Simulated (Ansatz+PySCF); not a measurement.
Two shapes of singlet N2O.

Shape 1:

```xyz
3

N     0.0000    0.0000   -1.1943
N     0.0000    0.0000   -0.0683
O     0.0000    0.0000    1.1047
```

Shape 2:

```xyz
3

N     0.0000    0.0000   -1.2898
N     0.0000    0.0000   -0.0737
O     0.0000    0.0000    1.1931
```

Basis set: def2-SVP (spherical functions). Left uncorrelated: 3 orbitals. Charge 0, multiplicity 1.

Computed with Ansatz (development build ahead of 0.2.0); each method stands on the lowest determinant of its kind that the runs found.

Question: Which shape is lower in energy, and by how much in each method?

Answer:

| method | E(2) − E(1) (eV) |
| --- | --- |
| RHF | 1.419 |
| UHF | 1.078 |
| RHF-MP2 | 0.369 |
| UHF-MP2 | 2.248 |
| RHF-CCSD(T) | 0.493 |

Shape 1 is lower. Caution for RHF, RHF-MP2, RHF-CCSD(T): an unrestricted determinant lies well below. Caution for UHF, UHF-MP2: the unrestricted determinant is spin contaminated. Caution for UHF-MP2: a plain start can end on a higher determinant; another reference gives a lower total.
